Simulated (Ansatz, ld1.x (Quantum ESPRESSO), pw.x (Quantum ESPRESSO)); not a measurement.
# magnesium (Mg): one change to the TM potential, in the atom and in the diamond crystal

ld1.x (Quantum ESPRESSO) 7.5 input, shortened:

```
&input
   title='Mg', zed=12., rel=1, dft='PW', iswitch=3,
   config='[Ne] 3s2 3p0 3d-2'
 /
 &inputp
   pseudotype=2, tm=.true., lloc=2,
   nlcc=.false.
 /
3
3S  1  0   2.00   0.00  2.20  2.20  0.0
3P  2  1   0.00   0.00  2.80  2.80  0.0
3D  3  2  -2.00   0.45  2.90  2.90  0.0
 &test
   configts(1)='3s2 3p0'
 /
```

Change: all radii scaled by about 0.74 (s 1.62, p 2.08, d 2.14 bohr).

Cutoffs, loose and tight: the cutoffs (Ry, on a coarse ladder) from which the occupation-weighted sum of valence levels, in a spherical-Bessel basis at the reference potential, stays within 10 and 1 mRy of its value at 400 Ry. They do not see the model core or the augmentation charge, which bear on the density cutoff. Test errors are all-electron minus pseudo excitation energies from the reference, over the configurations 3s1 3p0; 3s1.5 3p0; 3s1 3p1; 3s0 3p1; 3s0 3p2 (two spin-polarised tests are not counted in the largest error); variants that change the core or the reference have their own tests.

Crystal test: diamond Mg in pw.x 7.5, no spin, 8³ k-points, Fermi–Dirac smearing 0.01 Ry, cutoffs set for each file from its atomic test. The reference is all-electron LAPW (Ansatz 0.2.0) with the same functional, mesh and smearing; V0 and B0 come from Birch–Murnaghan fits to the pressures at five volumes. Errors are pseudo minus all-electron; Δ is the rms difference of the E(V) curves that follow from these fits, minima aligned, over ±6 % about the mean V0. Mesh and smearing are coarse, so the numbers serve the comparison and aren't converged zero-temperature values; the lattice is a test structure that the element need not adopt.

All-electron: a0 = 6.700 Å (V0 = 37.60 Å³/atom), B0 = 12.5 GPa.

Does the change bring the crystal closer to the all-electron result?

The mean pressure error goes from -0.11 to -0.16 GPa, so the change moves the solid further from the all-electron pressures. The B0 error goes the other way, from -1.1 to +0.2 %.

```json
{"quantity": "outcome (atom)", "base": "generated", "changed": "generated"}
{"quantity": "cutoff, loose (atom)", "base": "8 Ry", "changed": "21 Ry"}
{"quantity": "cutoff, tight (atom)", "base": "18 Ry", "changed": "50 Ry"}
{"quantity": "bound ghosts (atom)", "base": "none", "changed": "none"}
{"quantity": "largest test error (meV) (atom)", "base": "+112", "changed": "+115"}
{"quantity": "cutoffs in pw.x (Ry)", "base": "35/140", "changed": "60/240"}
{"quantity": "a0 (Å)", "base": "6.680", "changed": "6.671"}
{"quantity": "a0 error (%)", "base": "-0.31", "changed": "-0.44"}
{"quantity": "B0 error (%)", "base": "-1.1", "changed": "+0.2"}
{"quantity": "Δ (meV/atom)", "base": "0.9", "changed": "1.4"}
{"quantity": "mean pressure error (GPa)", "base": "-0.11", "changed": "-0.16"}
```

Base: The largest radius (2.90 bohr) exceeds half the bond length (2.74 bohr), so the spheres overlap, which is one possible source of error among others. Changed file: The logarithmic derivative shows an extra or strongly shifted pseudo pole above the reference energy (s near 1.19 Ry). The atomic cutoffs weigh occupied waves only.
